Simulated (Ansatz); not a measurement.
BH2 (`[BH2]`) radical at its PBE0-D4/def2-TZVP geometry, where that method's forces vanish. Total charge 0; spin multiplicity 2.

```xyz
3

B    -0.3120   -0.0663   -0.1146
H    -0.0221   -0.6019    0.9091
H     0.3341    0.6682   -0.7945
```

**Question.** What forces (eV/Å) does ωB97M-V/def2-TZVPP give on these atoms in Ansatz? (Estimate.)

**Answer.** Computed: 
```
B1   0.170  0.036  0.063
H2  -0.058  0.078 -0.160
H3  -0.112 -0.114  0.098
```
